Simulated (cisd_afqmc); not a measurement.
Input (AFQMC/CISD/aug-cc-pV(D+d)Z; cisd_afqmc is a phaseless AFQMC code with CISD trial states that reads the integrals written by Ansatz): A basis named .json is the Basis Set Exchange file of that set.

Ansatz 0.2 input:
```python
import cisd_afqmc

open("ham.yaml", "w").write("""\
crystal:
  periodic: [false, false, false]
  atoms:
    - {symbol: S, position_ang: [-0.00000000, -0.00000000, -0.07925565]}
    - {symbol: H, position_ang: [0.00000000, 0.00000000, 1.26809037]}
basis:
  gaussian:
    orbitals: aug-cc-pV_D+d_Z.json
magnetization: {spin_polarized: true, initial_magnetization: 1}
correlation: {method: ccsd, electrons: outside_noble_gas, hamiltonian_folder: ham}
""")
rep = cisd_afqmc.ansatz("ham.yaml")
e_ccsd = rep["correlation"]["coupled_cluster"]["energy"]["hartree"]
out = cisd_afqmc.run("ham", e_ccsd, trial="CISD", walkers=200, populations=8, threads=8, dt=0.005, steps=40, early=24, settle=10, least=32,
    cut=5e-5, rank_cut=2e-4, target=0.0004, seconds=1500, seed=1, memory=17280, gpu=False)
```

Output:

```
orbitals 36, occupied [4, 3], factors 199 of 398, rank of the doubles 100 of 227
E(HF) = -398.094425
E(CCSD) on the cut factors = -398.239863, shift to the whole factors -0.000004
Energy of the trial state on the determinant = -398.239796
  tau behind 7.2 of longer steps, mean of the populations' last blocks
   2.0  -398.24484
   4.0  -398.24433
   6.0  -398.24438
   8.0  -398.24435
blocks 283 (1 outliers left out), error by blocks joined: 1: 0.00006, 2: 0.00007, 4: 0.00009, 8: 0.00010, 16: 0.00012
E(AFQMC/CISD) = -398.24429 +/- 0.00012
```

The error still grows at the longest joins of blocks, or few joins were possible, so the printed bar may be too narrow.
